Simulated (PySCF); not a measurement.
CF, optimised at B3LYP/6-31G*:

```xyz
2

C      0.0049    -0.4742     0.4345
F     -0.0049     0.4742    -0.4345
```

Computed with PySCF (xtb for GFN2) and rigid-rotor harmonic-oscillator thermochemistry at 1 bar. 6-31G* has spherical d functions here. Open shells (unrestricted): CF (multiplicity 2). GFN2 has no spin-polarisation term. Spin-orbit splitting is ignored; it lowers the true energy and changes the entropy of CF. B3LYP is the form with VWN-RPA correlation.

### Question
List the harmonic frequencies (cm⁻¹, unscaled) at this level and at the other levels, each on its own geometry.

### Answer
- B3LYP/6-31G*: 1315
- GFN2-xTB: 1390
- HF/6-31G*: 1407
- PBE/def2-SVP: 1308
- PBE0/def2-TZVP: 1339
